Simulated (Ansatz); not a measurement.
**HOC⁺, triplet: the ladder up to UCCSDT(Q)**

Geometry: that of the HOC, doublet, kept fixed. The singlet lies 3.8 eV lower here.

```xyz
3

O     0.0000   -0.1013    0.5002
C     0.0000    0.0736   -0.7526
H     0.0000    0.7302    1.0271
```

Basis cc-pVTZ; Ansatz 0.2.0. Only valence electrons are correlated (noble-gas cores frozen), which leaves 10 electrons in 72 orbitals. Prefix R: restricted or restricted open-shell reference; prefix U: unrestricted. Active spaces: valence = (10e, 9o) chosen from the atoms' valence shells.

Full CI isn't at hand for all of this; UCCSDT(Q) serves as the reference, and is uncertain by the last step of the cluster series or more. The frozen core follows each run's orbitals, which can shift R against U totals by a few meV.

The UHF ⟨S²⟩ is 2.058. The T1 diagnostic (RCCSD) is 0.0357 and the largest doubles amplitude (RCCSD) is 0.081. The T1 diagnostic (UCCSD) is 0.0287.

```
                   level  E − E(UCCSDT(Q)) (meV)  share of correlation (%)    wall time
                     RHF                    9230                      0.00            –
                     UHF                    9080                      1.62            –
                    RMP2                     757                     91.79            –
                    UMP2                     737                     92.01            –
                   RCCSD                     429                     95.35            –
                   UCCSD                     425                     95.40            –
                RCCSD(T)                      44                     99.52        4.7 s
                UCCSD(T)                      50                     99.46        6.5 s
                 BCCD(T)                      49                     99.47        5.5 s
                  RCCSDT                      25                     99.73            –
                  UCCSDT                      24                     99.74            –
               RCCSDT(Q)                       8                     99.91  25 s (H100)
  CASSCF (valence space)                    6034                     34.63            –
  NEVPT2 (valence space)                    1030                     88.84          4 s
  MRCISD (valence space)                     344                     96.27            –
MRCISD+Q (valence space)                      71                     99.23   9 s (H100)
```

The correlation energy at UCCSDT(Q), counted from RHF, is -9.230 eV. That run took 21 s on 2 threads of AMD EPYC 7R13 with a shared H100 80 GB, shared host.

Times hold each run's SCF and search for its determinant on a shared host, so for small cases they say little of a method's own cost; rows without a card ran on 1 thread of AMD EPYC 7R13.

Natural occupations of CASSCF (valence space) about the gap: 1.977 1.972 1.943 1.006 1.001 0.059 0.025 0.021; effectively unpaired electrons, Σ n²(2−n)², 2.03.
